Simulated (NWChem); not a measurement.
System: NH$_{2}$ anion

Here is an NWChem input.

```
start job
memory heap 200 mb stack 900 mb global 1100 mb
charge -1
geometry units angstroms noautoz
  N      0.000000     0.000000     0.136180
  H      0.798499     0.000000    -0.514486
  H     -0.798499     0.000000    -0.514486
end
basis spherical
  * library 6-31+g*
end
dft
  xc becke97-2
  iterations 150
  mulliken
end
task dft energy
```

Excerpt of the output:

```
             Northwest Computational Chemistry Package (NWChem) 7.3.0
             --------------------------------------------------------

 C2V symmetry detected

                             Geometry "geometry" -> ""
                             -------------------------

 Output coordinates in angstroms (scale by  1.889725989 to convert to a.u.)

  No.       Tag          Charge          X              Y              Z
 ---- ---------------- ---------- -------------- -------------- --------------
    1 N                    7.0000     0.00000000     0.00000000     0.14459244
    2 H                    1.0000     0.79849900     0.00000000    -0.50607356
    3 H                    1.0000    -0.79849900     0.00000000    -0.50607356

 Effective nuclear repulsion energy (a.u.)       7.5238311997

      Symmetry information
      --------------------

 Group name             C2v
 Group number             16
 Group order               4
 No. of unique centers     2

                                 NWChem DFT Module
                                 -----------------

 Summary of "ao basis" -> "ao basis" (spherical)
 ------------------------------------------------------------------------------
       Tag                 Description            Shells   Functions and Types
 ---------------- ------------------------------  ------  ---------------------
 N                          6-31+g*                  8       18   4s3p1d
 H                          6-31+g*                  2        2   2s

      Symmetry analysis of basis
      --------------------------

        a1         11
        a2          1
        b1          6
        b2          4

            General Information
            -------------------
          SCF calculation type: DFT
          Wavefunction type:  closed shell.
          No. of atoms     :     3
          No. of electrons :    10
           Alpha electrons :     5
            Beta electrons :     5
          Charge           :    -1
          Spin multiplicity:     1
          Use of symmetry is: on ; symmetry adaption is: on
          Maximum number of iterations: 150
          AO basis - number of functions:    22
                     number of shells:    12
          Convergence on energy requested:  1.00D-06
          Convergence on density requested:  1.00D-05
          Convergence on gradient requested:  5.00D-04

              XC Information
              --------------
                   Becke 97-2 Method XC Functional
                     Hartree-Fock (Exact) Exchange  0.210
                 Becke 1997-2  Exchange Functional  1.000
                Becke 1997-2 Correlation Potential  1.000

             Grid Information
             ----------------
          Grid used for XC integration:  medium
          Radial quadrature: Mura-Knowles
          Angular quadrature: Lebedev.
          Tag              B.-S. Rad. Rad. Pts. Rad. Cut. Ang. Pts.
          ---              ---------- --------- --------- ---------
          N                   0.65       49           6.0       434
          H                   0.35       45           7.0       434
          Grid pruning is: on
          Number of quadrature shells:    94
          Spatial weights used:  Erf1

      Superposition of Atomic Density Guess
      -------------------------------------

 Sum of atomic energies:         -55.29210715

 Renormalizing density from       9.00 to     10

      Non-variational initial energy
      ------------------------------

 Total energy =     -59.091818
 1-e energy   =     -99.093129
 2-e energy   =      32.477479
 HOMO         =       0.224639
 LUMO         =       0.364774

      Symmetry analysis of molecular orbitals - initial
      -------------------------------------------------

  Numbering of irreducible representations:

     1 a1          2 a2          3 b1          4 b2

  Orbital symmetries:

     1 a1          2 a1          3 b1          4 a1          5 b2
     6 a1          7 b1          8 a1          9 b2         10 b1
    11 a1         12 b1         13 a1         14 b2         15 b1

     ---------------------------------------------
      Total Density - Mulliken Population Analysis
     ---------------------------------------------

    Atom       Charge   Shell Charges
 -----------   ------   -------------------------------------------------------
    1 N    7     8.38   2.00  0.68  1.52  1.04  1.63  0.06  1.43  0.01
    2 H    1     0.81   0.46  0.35
    3 H    1     0.81   0.46  0.35

   convergence    iter        energy       DeltaE   RMS-Dens  Diis-err
 ---------------- ----- ----------------- --------- --------- ---------
 d= 0,ls=0.0,diis     1    -55.5994717635 -6.31D+01  8.00D-02  2.03D+00
 d= 0,ls=0.0,diis     2    -55.2196513620  3.80D-01  4.94D-02  5.48D+00
 d= 0,ls=0.0,diis     3    -55.8653275251 -6.46D-01  5.46D-03  2.20D-02
 d= 0,ls=0.0,diis     4    -55.8688410371 -3.51D-03  5.45D-04  1.64D-04
 d= 0,ls=0.0,diis     5    -55.8688562881 -1.53D-05  1.63D-04  4.67D-05
  Resetting Diis
 d= 0,ls=0.0,diis     6    -55.8688619481 -5.66D-06  2.30D-05  3.32D-07
 d= 0,ls=0.0,diis     7    -55.8688619945 -4.63D-08  3.00D-06  9.80D-10

         Total DFT energy =      -55.868861994453
      One electron energy =      -93.168608748063
           Coulomb energy =       37.543215144166
    Exchange-Corr. energy =       -7.767299590262
 Nuclear repulsion energy =        7.523831199706

 Numeric. integr. density =       10.000000255240

                  Occupations of the irreducible representations
                  ----------------------------------------------

                     irrep           alpha         beta
                     --------     --------     --------
                     a1                3.0          3.0
                     a2                0.0          0.0
                     b1                1.0          1.0
                     b2                1.0          1.0

                       DFT Final Molecular Orbital Analysis
                       ------------------------------------

 Vector    3  Occ=2.000000D+00  E=-1.474275D-01  Symmetry=b1
              MO Center= -3.9D-16, -1.4D-17, -1.7D-01, r^2= 1.1D+00
   Bfn.  Coefficient  Atom+Function         Bfn.  Coefficient  Atom+Function
  ----- ------------  ---------------      ----- ------------  ---------------
     3      0.453131  1 N  px                19      0.249699  2 H  s
    21     -0.249699  3 H  s                 20      0.211616  2 H  s
    22     -0.211616  3 H  s                  7      0.204487  1 N  px
    11      0.047644  1 N  px                17      0.038700  1 N  d  1

 Vector    4  Occ=2.000000D+00  E= 6.924068D-04  Symmetry=a1
              MO Center=  3.8D-17,  1.0D-15,  3.0D-01, r^2= 1.2D+00
   Bfn.  Coefficient  Atom+Function         Bfn.  Coefficient  Atom+Function
  ----- ------------  ---------------      ----- ------------  ---------------
     5      0.471913  1 N  pz                 6      0.389539  1 N  s
     9      0.283585  1 N  pz                 2      0.198017  1 N  s
    13      0.186421  1 N  pz                20     -0.143600  2 H  s
    22     -0.143600  3 H  s                 19     -0.136600  2 H  s
    21     -0.136600  3 H  s                  1     -0.091182  1 N  s

 Vector    5  Occ=2.000000D+00  E= 7.487404D-02  Symmetry=b2
              MO Center= -4.7D-17, -1.2D-15,  1.3D-01, r^2= 1.5D+00
   Bfn.  Coefficient  Atom+Function         Bfn.  Coefficient  Atom+Function
  ----- ------------  ---------------      ----- ------------  ---------------
     4      0.544293  1 N  py                 8      0.387701  1 N  py
    12      0.327455  1 N  py                15     -0.028283  1 N  d -1

 Vector    6  Occ=0.000000D+00  E= 2.511324D-01  Symmetry=a1
              MO Center=  1.9D-16,  2.1D-16, -8.7D-01, r^2= 4.8D+00
   Bfn.  Coefficient  Atom+Function         Bfn.  Coefficient  Atom+Function
  ----- ------------  ---------------      ----- ------------  ---------------
    10      1.683972  1 N  s                 13     -0.684246  1 N  pz
     6     -0.593112  1 N  s                 20     -0.393133  2 H  s
    22     -0.393133  3 H  s                  5      0.173581  1 N  pz
     9      0.111020  1 N  pz                 2     -0.082339  1 N  s
     1      0.062238  1 N  s

 Vector    7  Occ=0.000000D+00  E= 3.038640D-01  Symmetry=b1
              MO Center=  2.1D-17,  1.3D-32,  3.3D-01, r^2= 6.8D+00
   Bfn.  Coefficient  Atom+Function         Bfn.  Coefficient  Atom+Function
  ----- ------------  ---------------      ----- ------------  ---------------
    11      1.346670  1 N  px                 7     -0.352634  1 N  px
    20     -0.311696  2 H  s                 22      0.311696  3 H  s
     3     -0.179673  1 N  px                17     -0.026740  1 N  d  1

 Vector    8  Occ=0.000000D+00  E= 3.321074D-01  Symmetry=a1
              MO Center=  5.4D-17, -9.4D-17,  1.1D+00, r^2= 5.2D+00
   Bfn.  Coefficient  Atom+Function         Bfn.  Coefficient  Atom+Function
  ----- ------------  ---------------      ----- ------------  ---------------
    13      1.162842  1 N  pz                 6     -0.714057  1 N  s
    10      0.472001  1 N  s                  9     -0.371617  1 N  pz
    20      0.281339  2 H  s                 22      0.281339  3 H  s
     5     -0.171860  1 N  pz                 2     -0.081209  1 N  s
     1      0.063736  1 N  s                 19      0.037469  2 H  s

     ---------------------------------------------
      Total Density - Mulliken Population Analysis
     ---------------------------------------------

    Atom       Charge   Shell Charges
 -----------   ------   -------------------------------------------------------
    1 N    7     8.50   2.00  0.81  2.32  0.99  1.56  0.08  0.72  0.02
    2 H    1     0.75   0.53  0.22
    3 H    1     0.75   0.53  0.22

     -------------------------------------------
      Total Density - Lowdin Population Analysis
     -------------------------------------------

    Atom       Charge   Shell Charges
 -----------   ------   -------------------------------------------------------
    1 N    7     8.45   1.99  0.78  2.14  0.69  1.85  0.14  0.81  0.04
    2 H    1     0.78   0.48  0.30
    3 H    1     0.78   0.48  0.30

     Multipole analysis of the density
     ---------------------------------

     L   x y z        total         alpha         beta         nuclear
     -   - - -        -----         -----         ----         -------
     0   0 0 0     -1.000000     -5.000000     -5.000000      9.000000

     1   1 0 0      0.000000      0.000000      0.000000      0.000000
     1   0 1 0     -0.000000     -0.000000     -0.000000      0.000000
     1   0 0 1     -0.977176     -0.488588     -0.488588      0.000000

     2   2 0 0     -7.061386     -5.807606     -5.807606      4.553826
     2   1 1 0     -0.000000     -0.000000     -0.000000      0.000000
     2   1 0 1     -0.000000     -0.000000     -0.000000      0.000000
     2   0 2 0    -10.895989     -5.447995     -5.447995      0.000000
     2   0 1 1     -0.000000     -0.000000     -0.000000      0.000000
     2   0 0 2     -9.069181     -5.710488     -5.710488      2.351795
```

Level: B97-2/6-31+G* (spherical d). Geometry: optimised at B3LYP/def2-SVPD. The highest occupied level is positive, so the extra electron may be held by the finite basis.
